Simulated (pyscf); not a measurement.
Thermochemistry of product channels of H₃C–Cl + CH₃• on the doublet surface, in eV, from CCSD(T)/def2-TZVPP + ΔMP2(QZVPP) energies (ideal gas, 1 atm, RRHO with modes under 100 cm⁻¹ raised to 100, one conformer, R ln 2 for rigid chiral ones). Single points on ωB97X-D3(BJ)/def2-SVP structures (PySCF, gas phase). Correlated levels are frozen-core, on RHF or UHF. ΔMP2 is the change of the MP2 total energy from the triple- to the quadruple-zeta basis.

```csv
products,ΔE,ΔH(298 K),ΔG(600 K),ΔG(1200 K)
•H₂C–CH₃ + HCl,-0.34,-0.37,-0.46,-0.57
•H₂C–Cl + CH₄,-0.23,-0.22,-0.26,-0.29
```

These are energies of the channels, which say nothing of barriers. The CCSD(T) − MP2 part came from Ansatz, without density fitting, on the same reference.
